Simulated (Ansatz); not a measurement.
# BH2− (triplet): from Hartree-Fock to the top rungs at distance B1–H2 = 1.209 Å, aug-cc-pVDZ

How much of the correlation energy of BH2− (triplet) does each wave-function method recover here?

Computed with Ansatz 0.2.0, Gaussian basis. Level: aug-cc-pVDZ, core rule «outside noble gas», up to 1 orbitals frozen.

To be run: UHF; CCSD(T) on ROHF; CCSD(T) on UHF; BCCD(T) on ROHF; CISD; CCSDT(Q) on ROHF; CCSDT(Q) on UHF; CCSDTQ on ROHF; CASSCF and MRCISD+Q, 4 electrons in 4 orbitals; CASSCF and NEVPT2, 4 electrons in 4 orbitals; CASSCF and MRCISD+Q, 6 electrons in 6 orbitals; CASSCF and NEVPT4(SD), 6 electrons in 6 orbitals; CASSCF and NEVPT2, 6 electrons in 6 orbitals; Full CI.

**1. What is computed**

The geometry derives from a PBE0/def2-TZVPD stationary point (not a proven minimum). One bond is set to the value named and the two fragments are kept rigid.

3 atoms, charge -1, spin multiplicity 3.

Atoms are counted from 1 here; the program's logs count them from 0.

Bond lengths: B1–H2 1.209 Å, B1–H3 1.209 Å. Angles: H2–B1–H3 128.9°.

Geometry (Å):

```
B     0.0000   -0.0819    0.0000
H     0.0000    0.4392   -1.0911
H     0.0000    0.4392    1.0911
```

**2. UHF**

in.yaml reads:

```yaml
crystal:
  periodic: [false, false, false]
  atoms:
    - {symbol: B, position_ang: [0.000000, -0.081894, 0.000000]}
    - {symbol: H, position_ang: [0.000000, 0.439190, -1.091073]}
    - {symbol: H, position_ang: [0.000000, 0.439190, 1.091073]}
basis:
  gaussian: {orbitals: aug-cc-pVDZ}
total_charge: -1
magnetization: {spin_polarized: true, initial_magnetization: 2}
hamiltonian: {xc: hf}
output: {orbitals: {seedname: orbitals}}
```

On the command line:

```console
$ ansatz run in.yaml --threads 1 --pin off --events-out ev --progress --plain --max-ram 4096MiB --backend cpu
```

After this run come: CCSD(T) on ROHF; CCSD(T) on UHF; BCCD(T) on ROHF; CISD; CCSDT(Q) on ROHF; CCSDT(Q) on UHF; CCSDTQ on ROHF; CASSCF and MRCISD+Q, 4 electrons in 4 orbitals; CASSCF and NEVPT2, 4 electrons in 4 orbitals; CASSCF and MRCISD+Q, 6 electrons in 6 orbitals; CASSCF and NEVPT4(SD), 6 electrons in 6 orbitals; CASSCF and NEVPT2, 6 electrons in 6 orbitals; Full CI.

Q: Predict the results of all the runs planned. Wanted: FCI from the RHF energy; RMP2 from FCI; UMP2 from FCI; RCCSD from FCI; RCCSD(T) from FCI; UCCSD(T) from FCI; RCCSDT(Q) from FCI; UCCSDT(Q) from FCI; NEVPT2 pair from FCI.

As calculated:

| quantity | value |
| --- | --- |
| FCI from the ROHF energy | -3.1241 eV |
| RMP2 from FCI | +15.72 kcal/mol |
| UMP2 from FCI | +15.46 kcal/mol |
| RCCSD from FCI | +2.31 kcal/mol |
| RCCSD(T) from FCI | +0.52 kcal/mol |
| UCCSD(T) from FCI | +0.51 kcal/mol |
| RCCSDT(Q) from FCI | +0.01 kcal/mol |
| UCCSDT(Q) from FCI | 0.00 kcal/mol |
| NEVPT2 pair from FCI | +17.30 kcal/mol |
| MRCISD+Q pair from FCI | +0.21 kcal/mol |
| NEVPT2 valence from FCI | +16.90 kcal/mol |
| levels within 1 kcal/mol (43 meV) | RCCSD(T), UCCSD(T), BCCD(T), RCCSDT, UCCSDT, RCCSDT(Q), UCCSDT(Q), RCCSDTQ, MRCISD+Q pair, MRCISD+Q valence |
| T1 diagnostic | 0.027 |
| effectively unpaired electrons | 2.03 |

**Reading.** RCCSD(T) misses by +0.52 kcal/mol, 0.7 % of the correlation energy. One determinant dominates. Of the multireference levels listed MRCISD+Q pair comes nearest in total energy (+0.21 kcal/mol), which doesn't show that its space is the better one. These misses are within one basis, not against nature; the frozen cores of restricted and unrestricted runs differ, which can shift their rows.

Levels on UHF freeze UHF's core orbitals, full CI those of ROHF, so the U rows can settle a little off it for that reason alone.

With open shells the CI space here admits some triples and quadruples, so it is larger than plain CISD.
